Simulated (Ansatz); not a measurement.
# SiNH₄+ (SMILES N[SiH2+]): functionals against CCSD(T) at one geometry

One table from this session's results is given with a row withheld; the runs are named, their logs left out.

Program: Ansatz 0.2.0, Gaussian basis. Level of theory: single points in def2-TZVPP. These are calculated values, not measurements.

Correlated methods freeze the cores.

## Starting geometry

6 atoms, charge 1, spin multiplicity 1.

Atoms are counted from 1 here; the program's logs count them from 0.

Bond lengths: N1–Si2 1.675 Å, N1–H3 0.947 Å, N1–H4 1.045 Å, Si2–H5 1.465 Å, Si2–H6 1.376 Å. Angles: Si2–N1–H3 133.2°, Si2–N1–H4 118.2°, H3–N1–H4 107.7°, N1–Si2–H5 111.7°, N1–Si2–H6 120.9°, H5–Si2–H6 126.5°.

As a file:

```xyz
6
charge 1, multiplicity 1
N     0.0415   -0.8546    0.0816
Si   -0.0550    0.8073   -0.1010
H     0.2821   -1.5583   -0.5053
H    -0.3795   -1.2831    0.9362
H     0.5856    1.2555   -1.3404
H    -0.5032    1.6072    0.9255
```

Set-up of the first run:

run/in.yaml

```yaml
crystal:
  periodic: [false, false, false]
  atoms:
    - {symbol: N, position_ang: [0.041500, -0.854600, 0.081600]}
    - {symbol: Si, position_ang: [-0.055000, 0.807300, -0.101000]}
    - {symbol: H, position_ang: [0.282100, -1.558300, -0.505300]}
    - {symbol: H, position_ang: [-0.379500, -1.283100, 0.936200]}
    - {symbol: H, position_ang: [0.585600, 1.255500, -1.340400]}
    - {symbol: H, position_ang: [-0.503200, 1.607200, 0.925500]}
basis:
  gaussian: {orbitals: def2-TZVPP}
total_charge: 1
correlation: {method: ccsd_t}
output: {forces: true}
```

The command line of these runs was not kept.

Among the steps run: CCSD(T)/def2-TZVPP; PBE0-D4/def2-TZVPP; wB97M-V/def2-TZVPP; r2SCAN-D4/def2-TZVPP; PBE-D4/def2-TZVPP; BHLYP-D4/def2-TZVPP; CAM-B3LYP-D4/def2-TZVPP.

One table of the session follows, with a row left open; its other results are not shown here.

```
      method  RMS force component (eV/Å)  angle to CCSD(T) forces (°)
     CCSD(T)                       1.822                    reference
     PBE0-D4                       1.881                          3.0
     wB97M-V                       1.845                          2.5
   r2SCAN-D4                       1.849                          2.1
      PBE-D4                       1.849                          5.1
    BHLYP-D4                       1.873                          6.4
CAM-B3LYP-D4                           ?                            ?
```

Estimate the missing values for CAM-B3LYP-D4.

The run gave: RMS force component (eV/Å): 1.884; angle to CCSD(T) forces (°): 3.6. In the column «RMS force component (eV/Å)» it is the highest.
